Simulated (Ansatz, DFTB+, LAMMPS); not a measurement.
Ladder of methods for the elastic constant C44 of diamond-structure Si

Reference value: 80.2 GPa (measured, low temperature, zero-point motion not removed; as tabulated in Tanner et al. (2021), arXiv:2110.11888).

| level (code) | value (GPa) | cell (Å³/atom) |
|---|---|---|
| spline MEAM Si_1.meam.spline (LAMMPS) | 65.1 | 20.02 |
| DFTB cp2k-nonscc (DFTB+) | 89.3 | 19.81 |
| SNAP Si_Zuo_JPCA2020.snap (LAMMPS) | 70.8 | 20.50 |
| LDA (Ansatz) | 75.5 | 19.70 |
| PBE (Ansatz) | [?] | 20.46 |
| PBE-D3(BJ) (Ansatz) | [?] | 19.92 |
| r²SCAN+rVV10 (Ansatz) | 81.2 | 20.07 |
| HSE06 (Ansatz) | 81.4 | 20.12 |
| Hartree–Fock (Ansatz) | [?] | 20.86 |

Question: Fill in the missing entries.

Answer: 
- PBE (Ansatz, an electronic-structure program), value (GPa): 74.2
- PBE-D3(BJ) (Ansatz), value (GPa): 76.4
- Hartree–Fock (Ansatz), value (GPa): 99.3

Differences against the reference: spline MEAM Si_1.meam.spline -18.8 %, DFTB cp2k-nonscc +11.3 %, SNAP Si_Zuo_JPCA2020.snap -11.7 %, LDA -5.9 %, PBE -7.5 %, PBE-D3(BJ) -4.7 %, r²SCAN+rVV10 +1.2 %, HSE06 +1.5 %, Hartree–Fock +24 %.

Once the reference is moved by up to 5.0 % (a margin picked here for doubts on the reference and the settings, and for temperature and zero-point motion) and values within 1.7 % count as equal, the nearest can be r²SCAN+rVV10 (+1.2 %), HSE06 (+1.5 %), PBE-D3(BJ) (-4.7 %) or LDA (-5.9 %). By the same margin the farthest can be Hartree–Fock (+24 %) or spline MEAM Si_1.meam.spline (-18.8 %).

The measured value isn't corrected to a static lattice, so vibrations enter the comparison.  DFTB cp2k-nonscc: this tight-binding set is not self-consistent in the charges. PBE-D3(BJ): the dispersion coefficients are held fixed in the derivatives. Each level is taken at its own relaxed cell. Cutoffs and k meshes differ between the levels. Ansatz's density-functional and Hartree–Fock values are scalar-relativistic unless marked +SOC, with PAW data made under PBE.

Empirical potentials (spline MEAM Si_1.meam.spline) are fitted to chosen data: where that held the value shown, agreement is built in, and what lay outside the fit can be far off. Machine-learned potentials (SNAP Si_Zuo_JPCA2020.snap) are trained on DFT data: a solid inside that data is no test of them.

Differences are worked out from the printed values.
